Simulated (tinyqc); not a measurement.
Inside a calculation. Method: UKS/exchange-only LDA in the sto-3g basis, for H2O, spin multiplicity 3. One step of it, computed by the program tinyqc.

Task: Iteration 2: diagonalisation and new density. Diagonalise F' = X^T F X, C = X C', fill 6 alpha and 4 beta electrons from the bottom; D(s) = C_occ C_occ^T. Each column has its largest component positive (the first on a tie).

F(alpha) (hartree):
```
             1O 1s      1O 2s     1O 2px     1O 2py     1O 2pz      2H 1s      3H 1s
1O 1s   -18.344672  -4.780280   0.000000   0.000000  -0.008182  -0.648643  -0.648643
1O 2s    -4.780280  -1.985231   0.000000   0.000000  -0.071110  -0.510074  -0.510074
1O 2px    0.000000   0.000000  -0.211377   0.000000   0.000000   0.000000   0.000000
1O 2py    0.000000   0.000000   0.000000  -0.193896   0.000000  -0.165779   0.165779
1O 2pz   -0.008182  -0.071110   0.000000   0.000000  -0.179609  -0.174010  -0.174010
2H 1s    -0.648643  -0.510074   0.000000  -0.165779  -0.174010  -0.202312  -0.167845
3H 1s    -0.648643  -0.510074   0.000000   0.165779  -0.174010  -0.167845  -0.202312
```

F(beta) (hartree):
```
             1O 1s      1O 2s     1O 2px     1O 2py     1O 2pz      2H 1s      3H 1s
1O 1s   -18.309386  -4.756330   0.000000   0.000000  -0.002882  -0.645380  -0.645380
1O 2s    -4.756330  -1.870699   0.000000   0.000000  -0.045544  -0.482365  -0.482365
1O 2px    0.000000   0.000000  -0.039254   0.000000   0.000000   0.000000   0.000000
1O 2py    0.000000   0.000000   0.000000  -0.120375   0.000000  -0.153197   0.153197
1O 2pz   -0.002882  -0.045544   0.000000   0.000000  -0.080853  -0.156300  -0.156300
2H 1s    -0.645380  -0.482365   0.000000  -0.153197  -0.156300  -0.131276  -0.156428
3H 1s    -0.645380  -0.482365   0.000000   0.153197  -0.156300  -0.156428  -0.131276
```

X:
```
                1          2          3         4          5          6         7
1O 1s   -0.371015   0.000000   0.714158  0.000000   0.620958   0.000000  0.179876
1O 2s    0.970842   0.000000  -0.315145  0.000000   0.343868   0.000000  0.435477
1O 2px   0.000000   0.000000   0.000000  1.000000   0.000000   0.000000  0.000000
1O 2py   0.000000   0.788231   0.000000  0.000000   0.000000   0.721133  0.000000
1O 2pz   0.502023   0.000000   0.674877  0.000000  -0.586018   0.000000  0.235541
2H 1s   -0.605408  -0.747799  -0.191701  0.000000  -0.157528   0.380061  0.391711
3H 1s   -0.605408   0.747799  -0.191701  0.000000  -0.157528  -0.380061  0.391711
```

Give: F' = X^T F X; orbital energies; coefficients C; F' = X^T F X; orbital energies; coefficients C; D(alpha) after iteration 2; D(beta) after iteration 2.

Result:

F' = X^T F X (alpha) (hartree):
```
         1        2        3        4        5        6        7
1  -0.5076   0.0000   2.0513   0.0000   1.9820   0.0000   0.6370
2   0.0000   0.2319   0.0000   0.0000   0.0000  -0.0112   0.0000
3   2.0513   0.0000  -7.1663   0.0000  -7.8246   0.0000  -3.4741
4   0.0000   0.0000   0.0000  -0.2114   0.0000   0.0000   0.0000
5   1.9820   0.0000  -7.8246   0.0000  -9.0951   0.0000  -4.1055
6   0.0000  -0.0112   0.0000   0.0000   0.0000  -0.2925   0.0000
7   0.6370   0.0000  -3.4741   0.0000  -4.1055   0.0000  -2.4528
```

orbital energies (alpha) (hartree): MO1 -18.3572, MO2 -0.8081, MO3 -0.2928, MO4 -0.2386, MO5 -0.2114, MO6 0.1822, MO7 0.2321

coefficients C (alpha):
```
            MO1      MO2      MO3      MO4     MO5      MO6      MO7
1O 1s    0.9928  -0.2518   0.0000   0.0850  0.0000  -0.0964   0.0000
1O 2s    0.0303   0.9334   0.0000  -0.4088  0.0000   0.5573   0.0000
1O 2px   0.0000   0.0000   0.0000   0.0000  1.0000   0.0000   0.0000
1O 2py   0.0000   0.0000   0.7377   0.0000  0.0000   0.0000   0.7727
1O 2pz   0.0029   0.1027   0.0000   0.7707  0.0000   0.7085   0.0000
2H 1s   -0.0056   0.1052   0.3641   0.3003  0.0000  -0.6930  -0.7557
3H 1s   -0.0056   0.1052  -0.3641   0.3003  0.0000  -0.6930   0.7557
```

F' = X^T F X (beta) (hartree):
```
         1        2        3        4        5        6        7
1  -0.3875   0.0000   2.0722   0.0000   1.9906   0.0000   0.6741
2   0.0000   0.3145   0.0000   0.0000   0.0000  -0.0093   0.0000
3   2.0722   0.0000  -7.1067   0.0000  -7.8458   0.0000  -3.4708
4   0.0000   0.0000   0.0000  -0.0393   0.0000   0.0000   0.0000
5   1.9906   0.0000  -7.8458   0.0000  -9.0346   0.0000  -4.1089
6   0.0000  -0.0093   0.0000   0.0000   0.0000  -0.2233   0.0000
7   0.6741   0.0000  -3.4708   0.0000  -4.1089   0.0000  -2.3634
```

orbital energies (beta) (hartree): MO1 -18.3210, MO2 -0.6999, MO3 -0.2234, MO4 -0.1599, MO5 -0.0393, MO6 0.2887, MO7 0.3147

coefficients C (beta):
```
            MO1      MO2      MO3      MO4     MO5      MO6      MO7
1O 1s    0.9931  -0.2480   0.0000   0.0852  0.0000  -0.1027   0.0000
1O 2s    0.0290   0.9166   0.0000  -0.4151  0.0000   0.5800   0.0000
1O 2px   0.0000   0.0000   0.0000   0.0000  1.0000   0.0000   0.0000
1O 2py   0.0000   0.0000   0.7346   0.0000  0.0000   0.0000   0.7757
1O 2pz   0.0024   0.0690   0.0000   0.7520  0.0000   0.7322   0.0000
2H 1s   -0.0053   0.1273   0.3671   0.3200  0.0000  -0.6804  -0.7542
3H 1s   -0.0053   0.1273  -0.3671   0.3200  0.0000  -0.6804   0.7542
```

D(alpha) after iteration 2:
```
          1O 1s    1O 2s  1O 2px   1O 2py   1O 2pz    2H 1s    3H 1s
1O 1s    1.0656  -0.2934  0.0000   0.0000  -0.0258   0.0604   0.0604
1O 2s   -0.2934   1.3497  0.0000   0.0000   0.1758  -0.4109  -0.4109
1O 2px   0.0000   0.0000  1.0000   0.0000   0.0000   0.0000   0.0000
1O 2py   0.0000   0.0000  0.0000   0.5442   0.0000   0.2686  -0.2686
1O 2pz  -0.0258   0.1758  0.0000   0.0000   1.1064  -0.2487  -0.2487
2H 1s    0.0604  -0.4109  0.0000   0.2686  -0.2487   0.7141   0.4490
3H 1s    0.0604  -0.4109  0.0000  -0.2686  -0.2487   0.4490   0.7141
```

D(beta) after iteration 2:
```
          1O 1s    1O 2s  1O 2px   1O 2py   1O 2pz    2H 1s    3H 1s
1O 1s    1.0551  -0.2339  0.0000   0.0000   0.0494  -0.0095  -0.0095
1O 2s   -0.2339   1.0134  0.0000   0.0000  -0.2489  -0.0163  -0.0163
1O 2px   0.0000   0.0000  0.0000   0.0000   0.0000   0.0000   0.0000
1O 2py   0.0000   0.0000  0.0000   0.5397   0.0000   0.2697  -0.2697
1O 2pz   0.0494  -0.2489  0.0000   0.0000   0.5703   0.2494   0.2494
2H 1s   -0.0095  -0.0163  0.0000   0.2697   0.2494   0.2534  -0.0161
3H 1s   -0.0095  -0.0163  0.0000  -0.2697   0.2494  -0.0161   0.2534
```
